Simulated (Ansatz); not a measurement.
# LiNa− (doublet): wave-function methods side by side at distance Li1–Na2 = 6.078 Å, aug-cc-pVTZ

Aim: climb from Hartree-Fock through coupled cluster for LiNa− (doublet) at one geometry and basis, and see what each rung misses.

Program: Ansatz 0.2.0, Gaussian basis. Level of theory: aug-cc-pVTZ, core rule «outside noble gas», up to 6 orbitals frozen. These are calculated values, not measurements.

To be run: UHF; CCSD(T) on ROHF; CCSD(T) on UHF; BCCD(T) on ROHF; CCSDT on ROHF; CCSDT on UHF; Full CI.

38 further runs of the same task are left out: 20 for a known fault of the program, 11 that didn't finish, 7 set aside as unsound or not needed.

### Step 1. What is computed

The geometry derives from a PBE0/def2-TZVPD stationary point (not a proven minimum). One bond is set to the value named and the two fragments are kept rigid.

2 atoms, charge -1, spin multiplicity 2.

Atoms are counted from 1 here; the program's logs count them from 0.

No contacts short enough for the rule that draws bonds.

### Step 2. UHF

Contents of in.yaml:

```yaml
crystal:
  periodic: [false, false, false]
  atoms:
    - {symbol: Li, position_ang: [0.000000, 0.000000, 0.000000]}
    - {symbol: Na, position_ang: [0.000000, 0.000000, 6.078000]}
basis:
  gaussian: {orbitals: aug-cc-pVTZ}
total_charge: -1
magnetization: {spin_polarized: true, initial_magnetization: 1}
hamiltonian: {xc: hf}
output: {orbitals: {seedname: orbitals}}
```

Command:

```console
$ ansatz run in.yaml --threads 1 --pin off --events-out ev --progress --plain --max-ram 2393MiB
```

The runs that follow: CCSD(T) on ROHF; CCSD(T) on UHF; BCCD(T) on ROHF; CCSDT on ROHF; CCSDT on UHF; Full CI.

Before running them: what should the planned runs give, taken together? Wanted: FCI below the RHF energy; RMP2 from FCI; UMP2 from FCI; RCCSD from FCI; RCCSD(T) from FCI; UCCSD(T) from FCI; T1 diagnostic; effectively unpaired electrons.

**Answer**, as computed:

| quantity | value |
| --- | --- |
| FCI below the RHF energy | -0.8661 eV |
| RMP2 from FCI | +7.71 kcal/mol |
| UMP2 from FCI | +8.77 kcal/mol |
| RCCSD from FCI | +1.03 kcal/mol |
| RCCSD(T) from FCI | +0.27 kcal/mol |
| UCCSD(T) from FCI | +0.21 kcal/mol |
| levels within 1 kcal/mol (43 meV) | UCCSD, RCCSD(T), UCCSD(T), BCCD(T), RCCSDT, UCCSDT |
| T1 diagnostic | 0.092 |
| effectively unpaired electrons | 1.27 |

RCCSD(T) misses by +0.27 kcal/mol, 1.4 % of the correlation energy. The occupations show some static correlation. Coupled cluster took another determinant than the lowest Hartree-Fock one. These misses are within one basis, not against nature; the frozen cores of restricted and unrestricted runs differ, which can shift their rows.
